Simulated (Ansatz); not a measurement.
Basis-set extrapolation for C₃H₈OS (`CCC(O)S`) (PBE0-D4/def2-TZVP geometry, frozen core, the Gaussian-basis code of Ansatz). Multiplicity 1, RHF reference.

|  | def2-TZVPP | def2-QZVPP |
| --- | --- | --- |
| HF | -590.739492 | -590.760067 |
| MP2 correlation | -0.946805 | -1.015612 |
| CCSD(T) correlation | -1.037539 | not run |

Energies in hartree. Use E(X) = E(∞) + A·exp(−7.88·√X) for Hartree–Fock and E(X) = E(∞) + B·X^(−2.97) for correlation, with X = 3 and 4, and add CCSD(T) minus MP2 of the smaller set to the MP2 limit.

Task: What is the CCSD(T) energy at the basis-set limit?

Result: HF limit: -590.760067 + (-0.020575) × 0.13774 = -590.76290. MP2 limit: -1.015612 + (-0.068807) × 0.74074 = -1.06658. Higher-order term: -1.037539 − (-0.946805) = -0.09073. Total: -591.92021 hartree, 375.9 kJ/mol below CCSD(T)/def2-TZVPP.
